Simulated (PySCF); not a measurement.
Isomers of C2H2O. All species are isolated molecules in the gas phase. Strings in code marks are SMILES.

The numbers are results of PBE-D3(BJ)/def2-TZVP // PBE0-D3(BJ)/def2-TZVP (PySCF 2.14.0), not measurements. 

| species | LUMO (eV) | HOMO–LUMO gap (eV) |
|---|---|---|
| `C#CO` | -0.55 | 5.42 |
| `C1=CO1` | -1.45 | 2.83 |
| `C=C=O` | -2.06 | 3.80 |
